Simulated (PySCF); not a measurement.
# [AlH₂···H···H], doublet along the distance Al1-H4

All five atoms lie in one plane.

Starting geometry:

```xyz
5

Al   -0.0983    0.0000    0.0000
H    -0.8912    1.3734    0.0000
H    -0.8912   -1.3734    0.0000
H     1.4876    0.0000    0.0000
H     2.9257    0.0000    0.0000
```

From there atom H4 is moved from one fragment to the other while all else, the fragments' distance too, stays fixed; atoms are numbered as listed. Energies are in kJ/mol, counted from the starting geometry at the same level. Kohn–Sham curves keep the symmetry of the cluster determinant, unrestricted for open shells and where UHF breaks spin symmetry.

Basis 6-31G; PySCF 2.14.0. Only valence electrons are correlated (noble-gas cores frozen).

In so small a basis the reference is far from its limit while semilocal and hybrid functionals are nearer theirs (RPA and double hybrids share much of the reference's basis error), so the functionals' errors here hold much of the reference's basis and frozen-core error, which can add to them or hide them.

Full CI is exact within this basis and frozen core; it isn't the basis-set limit.

| distance Al1-H4 (Å) | full CI | PBE | r2SCAN | PBE0 | B3LYP | CAM-B3LYP | wB97M-V | HSE06 | B2PLYP |
| --- | --- | --- | --- | --- | --- | --- | --- | --- | --- |
| 1.475 | 13.6 | 19.6 | 18.4 | 17.1 | 16.9 | 15.4 | 14.4 | 17.0 | 14.4 |
| 1.586 | 0.0 | 0.0 | 0.0 | 0.0 | 0.0 | 0.0 | 0.0 | 0.0 | 0.0 |
| 1.685 | -1.7 | -8.4 | -6.3 | -5.6 | -5.8 | -4.0 | -3.3 | -5.6 | -2.7 |
| 1.784 | -1.3 | -14.9 | -10.1 | -9.3 | -9.8 | -6.0 | -5.3 | -9.4 | -3.4 |
| 1.883 | -6.4 | -24.7 | -17.1 | -16.9 | -17.7 | -12.3 | -12.1 | -17.0 | -8.7 |
| 1.982 | -21.6 | -40.3 | -31.0 | -31.7 | -32.8 | -26.5 | -27.6 | -31.9 | -23.1 |
| 2.081 | -45.9 | -60.3 | -50.7 | -52.8 | -54.1 | -47.8 | -50.3 | -52.9 | -45.7 |
| 2.180 | -71.4 | -78.9 | -70.3 | -73.7 | -75.4 | -69.6 | -73.0 | -73.7 | -69.6 |
| 2.279 | -85.1 | -85.0 | -78.5 | -82.6 | -85.0 | -79.4 | -83.4 | -82.5 | -82.0 |

(1) Judged by the spread of the error over the points with a reference (largest less smallest), which of these follows full CI best and which worst?

## Answers

(1) Subtracting the full CI column from each: best B2PLYP (errors from -2.3 to 3.1, spread 5.4 kJ/mol), worst PBE (from -18.6 to 6.0, spread 24.6 kJ/mol). Functionals and wave-function methods converge differently with the basis, so part of this is basis effect.
